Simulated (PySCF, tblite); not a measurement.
# CH2ClF: changes of charge

Wanted: changes of charge for CH2ClF (`FCCl`).

Programs: tblite 0.8.0 and PySCF 2.14.0, with routines of our own; each step states its level. All values are computed. Atoms count from 0.

### 1 The system as given

5 atoms, charge 0, multiplicity 1; geometry from: start built from the parent or by distance geometry.

### 2 Geometry optimisation with GFN2-xTB

The job: settings as JSON, then the geometry in Å.

```
{"job": {"kind": "relax", "xc": "GFN2-xTB", "basis": "xTB"}, "charge": 0, "multiplicity": 1}
F     -0.759300     1.125700    -0.116300
C     -0.106500    -0.046900    -0.030800
Cl     1.672500     0.205800    -0.043700
H     -0.362800    -0.509400     0.948000
H     -0.426700    -0.769400    -0.791600
```

Launch:

```console
> OMP_NUM_THREADS=1 python redox_run.py task.json out
```

One launch serves the whole session: the jobs run in the order shown.

What it wrote:

```text
step      E/eV     max force
  0    -338.15177    1.241
  1    -338.17786    0.551
  2    -338.19608    0.558
  3    -338.20655    0.412
  4    -338.21004    0.144
  5    -338.21096    0.095
  6    -338.21137    0.052
  7    -338.21152    0.046
  8    -338.21164    0.035
  9    -338.21173    0.034
 10    -338.21176    0.018
 11    -338.21177    0.004
```

It took 0.03 s on 1 thread of Arm Neoverse V1, shared host.

Along the way:

| step | energy from step 0 (eV) | largest force (eV/Å) |
| --- | --- | --- |
| 0 | 0.0000 | 1.2411 |
| 1 | -0.0261 | 0.5512 |
| 2 | -0.0443 | 0.5584 |
| 3 | -0.0548 | 0.4116 |
| 4 | -0.0583 | 0.1438 |
| 5 | -0.0592 | 0.0946 |
| 6 | -0.0596 | 0.0519 |
| 7 | -0.0598 | 0.0457 |
| 8 | -0.0599 | 0.0355 |
| 9 | -0.0600 | 0.0341 |
| 10 | -0.0600 | 0.0175 |
| 11 | -0.0600 | 0.0041 |

Distances of close pairs at the start and the end, largest changes first:

| bond | before (Å) | after (Å) | change (Å) |
| --- | --- | --- | --- |
| C1–Cl2 | 1.797 | 1.777 | -0.020 |
| C1–H3 | 1.112 | 1.093 | -0.019 |
| F0–C1 | 1.345 | 1.350 | +0.005 |
| C1–H4 | 1.097 | 1.093 | -0.004 |

The final coordinates are the input of the step that follows.

### 3 Infrared spectrum with GFN2-xTB

The job: settings as JSON, then the geometry in Å.

```
{"job": {"kind": "ir", "xc": "GFN2-xTB", "basis": "xTB"}, "charge": 0, "multiplicity": 1}
F     -0.759002     1.102203    -0.132850
C     -0.108692    -0.072777     0.004778
Cl     1.647037     0.193308    -0.063469
H     -0.363423    -0.492990     0.981417
H     -0.398676    -0.724039    -0.824247
```

What it wrote:

```text
mode    cm-1     km/mol
  1     351.7     11.59
  2     696.8      0.98
  3     933.1      0.46
  4    1052.9    122.52
  5    1178.4      3.23
  6    1241.2     38.41
  7    1390.4      1.68
  8    2948.8      3.98
  9    2956.5      0.48
ZPE 76.260  H(298)-E 87.728  G(298)-E 8.606 kJ/mol  S 265.38 J/(mol K)
```

Run time: 0.08 s. Hardware: 1 thread of Arm Neoverse V1, shared host.

The strongest bands and the atoms that carry them (share of the mass-weighted mode):

| cm⁻¹ | km/mol | atoms |
| --- | --- | --- |
| 352 | 11.6 | F0 54 %, Cl2 33 %, C1 12 % |
| 697 | 1.0 | C1 68 %, Cl2 24 % |
| 1053 | 122.5 | C1 55 %, F0 41 % |
| 1178 | 3.2 | H3 47 %, H4 46 % |
| 1241 | 38.4 | H4 44 %, H3 44 % |
| 1390 | 1.7 | H4 46 %, H3 46 % |
| 2949 | 4.0 | H4 55 %, H3 42 % |
| 2956 | 0.5 | H3 52 %, H4 39 % |

### 4 Optimising the geometry at PBE0-D3(BJ)/ma-def2-SVP

The job: settings as JSON, then the geometry in Å.

```
{"job": {"xc": "PBE0", "basis": "ma-def2-SVP", "d3": "d3bj", "grid": 1, "kind": "geom"}, "charge": 0, "multiplicity": 1}
F     -0.759002     1.102203    -0.132850
C     -0.108692    -0.072777     0.004778
Cl     1.647037     0.193308    -0.063469
H     -0.363423    -0.492990     0.981417
H     -0.398676    -0.724039    -0.824247
```

What it wrote:

```text
step   0  E = -598.81008273  max force = 0.006340
step   1  E = -598.81031555  max force = 0.001487
step   2  E = -598.81033800  max force = 0.000370
step   3  E = -598.81034198  max force = 0.000227
optimisation converged
```

It took 4.2 s on 1 thread of Arm Neoverse V1, shared host.

Along the way:

| step | energy from step 0 (eV) | largest force component (eV/Å) |
| --- | --- | --- |
| 0 | 0.0000 | 0.3260 |
| 1 | -0.0063 | 0.0765 |
| 2 | -0.0069 | 0.0190 |
| 3 | -0.0071 | 0.0117 |

Distances of close pairs at the start and the end, largest changes first:

| bond | before (Å) | after (Å) | change (Å) |
| --- | --- | --- | --- |
| C1–H3 | 1.093 | 1.098 | +0.005 |
| C1–H4 | 1.093 | 1.099 | +0.005 |
| C1–Cl2 | 1.777 | 1.775 | -0.002 |
| F0–C1 | 1.350 | 1.351 | +0.001 |

The next job starts from the end point, and lists it.

| at the end point | value |
| --- | --- |
| point group (found at 0.08 Å tolerance) | Cs |
| rotational constants (GHz, main isotopes) | 42.450, 5.686, 5.186 |
| dipole moment (D) | 1.99 |

### 5 Harmonic vibrations (CH2ClF): PBE0-D3(BJ)/ma-def2-SVP

The job: settings as JSON, then the geometry in Å.

```
{"job": {"xc": "PBE0", "basis": "ma-def2-SVP", "d3": "d3bj", "grid": 2, "kind": "hessian"}, "charge": 0, "multiplicity": 1}
F     -0.844057     1.041267    -0.216538
C     -0.110613    -0.072065    -0.000942
Cl     1.620900     0.317421     0.024583
H     -0.371789    -0.497192     0.977708
H     -0.282024    -0.785136    -0.818837
```

What it wrote:

```text
coarse grid: 5040 points
cycle   1  E = -598.7084322372  dE =  2.107e-01  |g| = 4.350e-01  |ddm| = 2.100e+00
cycle   2  E = -598.6715624634  dE =  3.687e-02  |g| = 6.354e-01  |ddm| = 8.569e-01
cycle   3  E = -598.7463725340  dE = -7.481e-02  |g| = 3.268e-02  |ddm| = 4.751e-01
cycle   4  E = -598.7464969196  dE = -1.244e-04  |g| = 1.873e-02  |ddm| = 4.535e-02
cycle   5  E = -598.7465727717  dE = -7.585e-05  |g| = 3.567e-03  |ddm| = 2.190e-02
cycle   6  E = -598.7465757665  dE = -2.995e-06  |g| = 7.032e-04  |ddm| = 4.165e-03
final grid: 45304 points
cycle   7  E = -598.8102863257  dE = -1.014e-05  |g| = 4.596e-03  |ddm| = 1.262e-02
cycle   8  E = -598.8102831288  dE =  3.197e-06  |g| = 6.360e-03  |ddm| = 7.538e-03
cycle   9  E = -598.8102906104  dE = -7.482e-06  |g| = 4.742e-04  |ddm| = 4.304e-03
cycle  10  E = -598.8102906566  dE = -4.627e-08  |g| = 9.317e-05  |ddm| = 5.486e-04
cycle  11  E = -598.8102906580  dE = -1.379e-09  |g| = 3.587e-05  |ddm| = 1.130e-04
cycle  12  E = -598.8102906584  dE = -3.289e-10  |g| = 6.955e-06  |ddm| = 5.130e-05
cycle  13  E = -598.8102906584  dE = -1.455e-11  |g| = 1.150e-06  |ddm| = 9.166e-06
converged SCF energy = -598.8102906584

mode    cm-1
  1     391.4
  2     766.5
  3     998.8
  4    1122.4
  5    1254.0
  6    1363.1
  7    1479.7
  8    3110.3
  9    3201.4
ZPE 81.869  H(298)-E 93.082  G(298)-E 14.352 kJ/mol  S 264.06 J/(mol K)
```

Run time: 20 s. Hardware: 1 thread of Arm Neoverse V1, shared host; peak memory 0.86 GiB.

Zero-point energy 81.87 kJ/mol (xTB gave 76.26).

### 6 Single point (CH2ClF): wB97X-D3(BJ)/ma-def2-TZVP

Geometry: PBE0-D3(BJ)/ma-def2-SVP.

The job: settings as JSON, then the geometry in Å.

```
{"job": {"kind": "sp", "xc": "wB97X", "basis": "ma-def2-TZVP", "d3": "d3bj", "grid": 2}, "charge": 0, "multiplicity": 1}
F     -0.844057     1.041267    -0.216538
C     -0.110613    -0.072065    -0.000942
Cl     1.620900     0.317421     0.024583
H     -0.371789    -0.497192     0.977708
H     -0.282024    -0.785136    -0.818837
```

What it wrote:

```text
coarse grid: 5040 points
cycle   1  E = -599.3712625189  dE =  2.715e-01  |g| = 6.178e-01  |ddm| = 1.436e+00
cycle   2  E = -599.3731913002  dE = -1.929e-03  |g| = 6.958e-01  |ddm| = 6.471e-01
cycle   3  E = -599.4512371017  dE = -7.805e-02  |g| = 4.692e-02  |ddm| = 2.847e-01
cycle   4  E = -599.4516388334  dE = -4.017e-04  |g| = 2.609e-02  |ddm| = 4.215e-02
cycle   5  E = -599.4517746772  dE = -1.358e-04  |g| = 4.336e-03  |ddm| = 1.854e-02
cycle   6  E = -599.4517842589  dE = -9.582e-06  |g| = 8.441e-04  |ddm| = 8.339e-03
final grid: 45304 points
cycle   7  E = -599.4495621308  dE = -3.457e-05  |g| = 5.870e-03  |ddm| = 1.811e-02
cycle   8  E = -599.4495633214  dE = -1.191e-06  |g| = 4.204e-03  |ddm| = 4.155e-03
cycle   9  E = -599.4495652487  dE = -1.927e-06  |g| = 9.263e-04  |ddm| = 1.852e-03
cycle  10  E = -599.4495653624  dE = -1.136e-07  |g| = 9.569e-05  |ddm| = 4.222e-04
cycle  11  E = -599.4495653665  dE = -4.179e-09  |g| = 2.854e-05  |ddm| = 1.613e-04
converged SCF energy = -599.4495653665
```

It took 2.2 s on 1 thread of Arm Neoverse V1, shared host.

### 7 Single point (CH2ClF+ (doublet)): wB97X-D3(BJ)/ma-def2-TZVP

Geometry: PBE0-D3(BJ)/ma-def2-SVP, that of another charge or spin state.

The job: settings as JSON, then the geometry in Å.

```
{"job": {"kind": "sp", "xc": "wB97X", "basis": "ma-def2-TZVP", "d3": "d3bj", "grid": 2}, "charge": 1, "multiplicity": 2}
F     -0.844057     1.041267    -0.216538
C     -0.110613    -0.072065    -0.000942
Cl     1.620900     0.317421     0.024583
H     -0.371789    -0.497192     0.977708
H     -0.282024    -0.785136    -0.818837
```

What it wrote:

```text
final grid: 45304 points
cycle   1  E = -599.0159507051  dE = -1.472e-09  |g| = 2.218e-05  |ddm| = 4.669e-05
converged SCF energy = -599.0159507051
```

Wall time 11 s (1 thread of Arm Neoverse V1, shared host).

### 8 Optimising the geometry with GFN2-xTB

This step treats CH₂ClF+ (doublet), labelled `FC[Cl+]` (the label fixes atoms and charge, not where charge and spin sit).

The job: settings as JSON, then the geometry in Å.

```
{"job": {"kind": "relax", "xc": "GFN2-xTB", "basis": "xTB"}, "charge": 1, "multiplicity": 2}
F     -0.827800     1.035100    -0.221800
C     -0.121300    -0.063400    -0.024000
Cl     1.638300     0.309800     0.027800
H     -0.374300    -0.482600     0.957100
H     -0.285200    -0.789000    -0.807500
```

What it wrote:

```text
step      E/eV     max force
  0    -322.49327    1.744
  1    -322.53508    0.687
  2    -322.54412    0.186
  3    -322.54558    0.171
  4    -322.54747    0.124
  5    -322.54850    0.109
  6    -322.54898    0.055
  7    -322.54917    0.042
  8    -322.54926    0.028
  9    -322.54930    0.025
 10    -322.54932    0.016
 11    -322.54934    0.009
 12    -322.54934    0.005
```

Wall time 0.04 s (1 thread of Arm Neoverse V1, shared host).

The steps of the relaxation:

| step | energy from step 0 (eV) | largest force (eV/Å) |
| --- | --- | --- |
| 0 | 0.0000 | 1.7440 |
| 1 | -0.0418 | 0.6869 |
| 2 | -0.0509 | 0.1863 |
| 3 | -0.0523 | 0.1713 |
| 4 | -0.0542 | 0.1241 |
| 5 | -0.0552 | 0.1087 |
| 6 | -0.0557 | 0.0548 |
| 7 | -0.0559 | 0.0422 |
| 8 | -0.0560 | 0.0283 |
| 9 | -0.0560 | 0.0253 |
| 10 | -0.0561 | 0.0163 |
| 11 | -0.0561 | 0.0095 |
| 12 | -0.0561 | 0.0054 |

Close pairs (by a distance rule), those that changed most:

| bond | before (Å) | after (Å) | change (Å) |
| --- | --- | --- | --- |
| C1–Cl2 | 1.799 | 1.745 | -0.054 |
| C1–H4 | 1.080 | 1.121 | +0.040 |
| C1–H3 | 1.096 | 1.121 | +0.024 |
| F0–C1 | 1.321 | 1.320 | -0.000 |

The next job starts from the end point, and lists it.

### 9 Infrared spectrum with GFN2-xTB

The job: settings as JSON, then the geometry in Å.

```
{"job": {"kind": "ir", "xc": "GFN2-xTB", "basis": "xTB"}, "charge": 1, "multiplicity": 2}
F     -0.820652     1.033813    -0.229862
C     -0.079110    -0.036833    -0.011906
Cl     1.628791     0.320248     0.019897
H     -0.395670    -0.507359     0.954770
H     -0.303697    -0.799870    -0.801294
```

What it wrote:

```text
mode    cm-1     km/mol
  1     378.3     15.29
  2     667.4     12.90
  3     699.5      3.65
  4    1015.0      2.20
  5    1091.6     41.20
  6    1128.1    113.06
  7    1197.7     95.08
  8    2604.9    187.62
  9    2674.9    115.70
ZPE 68.531  H(298)-E 80.207  G(298)-E -0.769 kJ/mol  S 271.59 J/(mol K)
```

It took 0.1 s on 1 thread of Arm Neoverse V1, shared host.

Which atoms move in the most intense modes:

| cm⁻¹ | km/mol | atoms |
| --- | --- | --- |
| 378 | 15.3 | F0 53 %, Cl2 32 %, C1 14 % |
| 667 | 12.9 | H4 34 %, H3 34 %, C1 28 % |
| 700 | 3.6 | C1 69 %, Cl2 24 % |
| 1092 | 41.2 | H3 36 %, H4 35 %, C1 23 % |
| 1128 | 113.1 | F0 38 %, C1 34 %, H4 14 %, H3 14 % |
| 1198 | 95.1 | H4 44 %, H3 44 %, C1 12 % |
| 2605 | 187.6 | H3 47 %, H4 45 % |
| 2675 | 115.7 | H4 49 %, H3 47 % |

### 10 Geometry optimisation at PBE0-D3(BJ)/ma-def2-SVP

This step treats CH2ClF+ (doublet), labelled `FC[Cl+]` (the label fixes atoms and charge, not where charge and spin sit).

The job: settings as JSON, then the geometry in Å.

```
{"job": {"xc": "PBE0", "basis": "ma-def2-SVP", "d3": "d3bj", "grid": 1, "kind": "geom"}, "charge": 1, "multiplicity": 2}
F     -0.820652     1.033813    -0.229862
C     -0.079110    -0.036833    -0.011906
Cl     1.628791     0.320248     0.019897
H     -0.395670    -0.507359     0.954770
H     -0.303697    -0.799870    -0.801294
```

What it wrote:

```text
step   0  E = -598.38139559  max force = 0.030692
step   1  E = -598.37989049  max force = 0.021092
step   2  E = -598.38263078  max force = 0.012601
step   3  E = -598.38319113  max force = 0.008909
step   4  E = -598.38374019  max force = 0.003995
step   5  E = -598.38380511  max force = 0.002124
step   6  E = -598.38381406  max force = 0.000498
step   7  E = -598.38381446  max force = 0.000196
optimisation converged
```

Wall time 14 s (1 thread of Arm Neoverse V1, shared host).

Relaxation path: (the energy doesn't fall at every step)

| step | energy from step 0 (eV) | largest force component (eV/Å) |
| --- | --- | --- |
| 0 | 0.0000 | 1.5782 |
| 1 | 0.0410 | 1.0846 |
| 2 | -0.0336 | 0.6480 |
| 3 | -0.0489 | 0.4581 |
| 4 | -0.0638 | 0.2054 |
| 5 | -0.0656 | 0.1092 |
| 6 | -0.0658 | 0.0256 |
| 7 | -0.0658 | 0.0101 |

Distances of close pairs at the start and the end, largest changes first:

| bond | before (Å) | after (Å) | change (Å) |
| --- | --- | --- | --- |
| F0–C1 | 1.320 | 1.295 | -0.026 |
| C1–Cl2 | 1.745 | 1.726 | -0.019 |
| C1–H3 | 1.121 | 1.134 | +0.013 |
| C1–H4 | 1.121 | 1.133 | +0.013 |

The next job starts from the end point, and lists it.

| at the end point | value |
| --- | --- |
| point group (found at 0.08 Å tolerance) | Cs |
| rotational constants (GHz, main isotopes) | 46.859, 5.795, 5.328 |
| ⟨S²⟩ | 0.753 |

### 11 Harmonic vibrations (CH₂ClF+ (doublet), FC[Cl+]): PBE0-D3(BJ)/ma-def2-SVP

The job: settings as JSON, then the geometry in Å.

```
{"job": {"xc": "PBE0", "basis": "ma-def2-SVP", "d3": "d3bj", "grid": 2, "kind": "hessian"}, "charge": 1, "multiplicity": 2}
F      0.565086     1.233043    -0.188928
C     -0.043656     0.100889    -0.033584
Cl     0.987239    -1.252666     0.256467
H     -0.791360     0.110827     0.818481
H     -0.688739    -0.183078    -0.921271
```

What it wrote:

```text
coarse grid: 5040 points
cycle   1  E = -598.2502878382  dE =  7.752e-01  |g| = 3.704e-01  |ddm| = 1.562e+00
cycle   2  E = -598.2008294245  dE =  4.946e-02  |g| = 5.531e-01  |ddm| = 7.723e-01
cycle   3  E = -598.3196035254  dE = -1.188e-01  |g| = 6.645e-02  |ddm| = 4.268e-01
cycle   4  E = -598.3206457883  dE = -1.042e-03  |g| = 3.374e-02  |ddm| = 7.409e-02
cycle   5  E = -598.3210795578  dE = -4.338e-04  |g| = 2.095e-02  |ddm| = 5.425e-02
cycle   6  E = -598.3213073259  dE = -2.278e-04  |g| = 4.253e-03  |ddm| = 2.233e-02
cycle   7  E = -598.3213277486  dE = -2.042e-05  |g| = 2.737e-03  |ddm| = 1.102e-02
cycle   8  E = -598.3213334043  dE = -5.656e-06  |g| = 7.081e-04  |ddm| = 5.417e-03
final grid: 45304 points
cycle   9  E = -598.3837792931  dE = -7.804e-06  |g| = 2.509e-03  |ddm| = 8.543e-03
cycle  10  E = -598.3837756710  dE =  3.622e-06  |g| = 3.616e-03  |ddm| = 5.522e-03
cycle  11  E = -598.3837822918  dE = -6.621e-06  |g| = 4.809e-04  |ddm| = 3.783e-03
cycle  12  E = -598.3837824120  dE = -1.202e-07  |g| = 2.102e-04  |ddm| = 7.298e-04
cycle  13  E = -598.3837824277  dE = -1.569e-08  |g| = 3.346e-05  |ddm| = 1.516e-04
cycle  14  E = -598.3837824286  dE = -9.294e-10  |g| = 1.337e-05  |ddm| = 5.452e-05
cycle  15  E = -598.3837824288  dE = -1.339e-10  |g| = 4.886e-06  |ddm| = 2.328e-05
cycle  16  E = -598.3837824288  dE = -2.433e-11  |g| = 1.907e-06  |ddm| = 9.901e-06
converged SCF energy = -598.3837824288

mode    cm-1
  1     422.5
  2     532.5
  3     662.5
  4    1082.0
  5    1113.7
  6    1241.4
  7    1314.8
  8    2741.8
  9    2793.4
ZPE 71.204  H(298)-E 82.940  G(298)-E 1.976 kJ/mol  S 271.55 J/(mol K)
```

Wall time 38 s (1 thread of Arm Neoverse V1, shared host); peak memory 0.92 GiB.

Zero-point energy 71.20 kJ/mol (xTB gave 68.53).

### 12 Single point (CH₂ClF): wB97X-D3(BJ)/ma-def2-TZVP

Geometry: PBE0-D3(BJ)/ma-def2-SVP, that of another charge or spin state.

The job: settings as JSON, then the geometry in Å.

```
{"job": {"kind": "sp", "xc": "wB97X", "basis": "ma-def2-TZVP", "d3": "d3bj", "grid": 2}, "charge": 0, "multiplicity": 1}
F      0.565086     1.233043    -0.188928
C     -0.043656     0.100889    -0.033584
Cl     0.987239    -1.252666     0.256467
H     -0.791360     0.110827     0.818481
H     -0.688739    -0.183078    -0.921271
```

What it wrote:

```text
coarse grid: 5040 points
cycle   1  E = -599.3734941236  dE =  3.910e-01  |g| = 5.857e-01  |ddm| = 1.470e+00
cycle   2  E = -599.3819144489  dE = -8.420e-03  |g| = 6.195e-01  |ddm| = 5.964e-01
cycle   3  E = -599.4437143186  dE = -6.180e-02  |g| = 4.104e-02  |ddm| = 2.562e-01
cycle   4  E = -599.4440160235  dE = -3.017e-04  |g| = 2.351e-02  |ddm| = 3.774e-02
cycle   5  E = -599.4441251430  dE = -1.091e-04  |g| = 4.333e-03  |ddm| = 1.715e-02
cycle   6  E = -599.4441334220  dE = -8.279e-06  |g| = 7.825e-04  |ddm| = 7.735e-03
final grid: 45304 points
cycle   7  E = -599.4406531167  dE = -3.044e-05  |g| = 6.346e-03  |ddm| = 1.985e-02
cycle   8  E = -599.4406539327  dE = -8.160e-07  |g| = 5.084e-03  |ddm| = 4.391e-03
cycle   9  E = -599.4406568883  dE = -2.956e-06  |g| = 8.398e-04  |ddm| = 2.045e-03
cycle  10  E = -599.4406569796  dE = -9.131e-08  |g| = 8.785e-05  |ddm| = 4.167e-04
cycle  11  E = -599.4406569832  dE = -3.681e-09  |g| = 2.389e-05  |ddm| = 1.586e-04
converged SCF energy = -599.4406569832
```

Wall time 2 s (1 thread of Arm Neoverse V1, shared host).

### 13 Single point (CH₂ClF+ (doublet), FC[Cl+]): wB97X-D3(BJ)/ma-def2-TZVP

Geometry: PBE0-D3(BJ)/ma-def2-SVP.

The job: settings as JSON, then the geometry in Å.

```
{"job": {"kind": "sp", "xc": "wB97X", "basis": "ma-def2-TZVP", "d3": "d3bj", "grid": 2}, "charge": 1, "multiplicity": 2}
F      0.565086     1.233043    -0.188928
C     -0.043656     0.100889    -0.033584
Cl     0.987239    -1.252666     0.256467
H     -0.791360     0.110827     0.818481
H     -0.688739    -0.183078    -0.921271
```

What it wrote:

```text
final grid: 45304 points
cycle   1  E = -599.0092792605  dE = -2.720e-02  |g| = 1.581e-01  |ddm| = 3.655e-01
cycle   2  E = -599.0130337982  dE = -3.755e-03  |g| = 1.310e-01  |ddm| = 2.156e-01
cycle   3  E = -599.0181457333  dE = -5.112e-03  |g| = 2.533e-02  |ddm| = 8.288e-02
cycle   4  E = -599.0183515489  dE = -2.058e-04  |g| = 6.485e-03  |ddm| = 1.298e-02
cycle   5  E = -599.0183981667  dE = -4.662e-05  |g| = 3.144e-03  |ddm| = 8.081e-03
cycle   6  E = -599.0184189998  dE = -2.083e-05  |g| = 1.833e-03  |ddm| = 5.324e-03
cycle   7  E = -599.0184345389  dE = -1.554e-05  |g| = 1.216e-03  |ddm| = 6.198e-03
cycle   8  E = -599.0184404344  dE = -5.895e-06  |g| = 2.732e-04  |ddm| = 5.517e-03
cycle   9  E = -599.0184407065  dE = -2.722e-07  |g| = 8.584e-05  |ddm| = 1.212e-03
cycle  10  E = -599.0184407196  dE = -1.307e-08  |g| = 4.091e-05  |ddm| = 1.580e-04
cycle  11  E = -599.0184407226  dE = -3.041e-09  |g| = 6.437e-06  |ddm| = 1.290e-04
converged SCF energy = -599.0184407226
```

It took 4.6 s on 1 thread of Arm Neoverse V1, shared host.

### 14 Single point (CH2ClF): wB97X-D3(BJ)/ma-def2-TZVP in N,N-dimethylformamide

Geometry: PBE0-D3(BJ)/ma-def2-SVP.

The job: settings as JSON, then the geometry in Å.

```
{"job": {"kind": "sp", "xc": "wB97X", "basis": "ma-def2-TZVP", "d3": "d3bj", "grid": 2, "solvent": "N,N-dimethylformamide"}, "charge": 0, "multiplicity": 1}
F     -0.844057     1.041267    -0.216538
C     -0.110613    -0.072065    -0.000942
Cl     1.620900     0.317421     0.024583
H     -0.371789    -0.497192     0.977708
H     -0.282024    -0.785136    -0.818837
```

What it wrote:

```text
final grid: 45304 points
cycle   1  E = -599.4547956851  dE = -6.788e-04  |g| = 1.546e-02  |ddm| = 9.577e-02
cycle   2  E = -599.4548552248  dE = -5.954e-05  |g| = 1.303e-02  |ddm| = 3.114e-02
cycle   3  E = -599.4548820657  dE = -2.684e-05  |g| = 2.771e-03  |ddm| = 7.777e-03
cycle   4  E = -599.4548857152  dE = -3.650e-06  |g| = 1.067e-03  |ddm| = 7.381e-03
cycle   5  E = -599.4548860942  dE = -3.790e-07  |g| = 2.627e-04  |ddm| = 2.180e-03
cycle   6  E = -599.4548861171  dE = -2.287e-08  |g| = 6.079e-05  |ddm| = 4.073e-04
cycle   7  E = -599.4548861191  dE = -1.980e-09  |g| = 1.582e-05  |ddm| = 1.181e-04
converged SCF energy = -599.4548861191
```

Run time: 2 s. Hardware: 1 thread of Arm Neoverse V1, shared host.

### 15 Single point (CH₂ClF+ (doublet), FC[Cl+]): wB97X-D3(BJ)/ma-def2-TZVP in N,N-dimethylformamide

Geometry: PBE0-D3(BJ)/ma-def2-SVP.

The job: settings as JSON, then the geometry in Å.

```
{"job": {"kind": "sp", "xc": "wB97X", "basis": "ma-def2-TZVP", "d3": "d3bj", "grid": 2, "solvent": "N,N-dimethylformamide"}, "charge": 1, "multiplicity": 2}
F      0.565086     1.233043    -0.188928
C     -0.043656     0.100889    -0.033584
Cl     0.987239    -1.252666     0.256467
H     -0.791360     0.110827     0.818481
H     -0.688739    -0.183078    -0.921271
```

What it wrote:

```text
final grid: 45304 points
cycle   1  E = -599.1283038656  dE = -1.000e-03  |g| = 2.104e-02  |ddm| = 7.467e-02
cycle   2  E = -599.1283469529  dE = -4.309e-05  |g| = 2.191e-02  |ddm| = 2.185e-02
cycle   3  E = -599.1284807866  dE = -1.338e-04  |g| = 2.037e-03  |ddm| = 8.432e-03
cycle   4  E = -599.1284846078  dE = -3.821e-06  |g| = 8.307e-04  |ddm| = 3.243e-03
cycle   5  E = -599.1284852666  dE = -6.588e-07  |g| = 3.354e-04  |ddm| = 1.190e-03
cycle   6  E = -599.1284853706  dE = -1.040e-07  |g| = 1.113e-04  |ddm| = 3.432e-04
cycle   7  E = -599.1284854039  dE = -3.340e-08  |g| = 5.027e-05  |ddm| = 2.535e-04
cycle   8  E = -599.1284854104  dE = -6.493e-09  |g| = 2.736e-05  |ddm| = 1.045e-04
converged SCF energy = -599.1284854104
```

Run time: 3.7 s. Hardware: 1 thread of Arm Neoverse V1, shared host.

(Part 1 of 2 ends here.)
